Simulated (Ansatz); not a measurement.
# Forces away from equilibrium

CH3Si2 (SMILES [Si-]#C[SiH3]) (charge -1), closed shell, displaced at random from a GFN2-xTB minimum.

```
6
angstrom
Si 0.8595 -2.6753 1.1838
C 0.3462 -1.1739 0.6026
Si -0.1669 0.4083 -0.2694
H -1.3430 0.4633 -1.0122
H 0.7536 1.0698 -1.1401
H -0.3802 1.7084 0.6898
```

Ansatz 0.2.0; basis: def2-TZVPPD; cores frozen in the correlated methods.

CCSD(T) forces from the calculation:
```
atom      Fx      Fy  Fz (eV/Å)
 Si1  -0.261   0.737     -0.250
  C2  -0.254   0.663     -0.726
 Si3   1.278   0.011      3.611
  H4  -1.950  -0.319     -1.112
  H5   1.129   0.191     -0.956
  H6   0.058  -1.283     -0.567
```

(1) Which atom feels the largest CCSD(T) force, and how large is it?

No T1 diagnostic of these runs exceeds 0.019. The restricted Hartree–Fock reference is unstable towards an unrestricted one here. These are differences at one structure, and CCSD(T) in triple zeta is itself an approximation.

Answers

(1) Si3, 3.83 eV/Å, along (0.33, 0.00, 0.94).

Root-mean-square difference of the force components from those of CCSD(T): PBE0-D4 0.259; wB97M-V 0.361; r2SCAN-D4 0.179; PBE-D4 0.165; B97M-V 0.254; wB97X-V 0.416 eV/Å.

For scale, one of the runs: CCSD(T)/def2-TZVPPD forces, 184 basis functions (an equivalent command: `ansatz run in.yaml --threads 4`). Hardware: 4 CPU threads, shared host. Wall time 110 s; peak host memory 3.3 GiB.
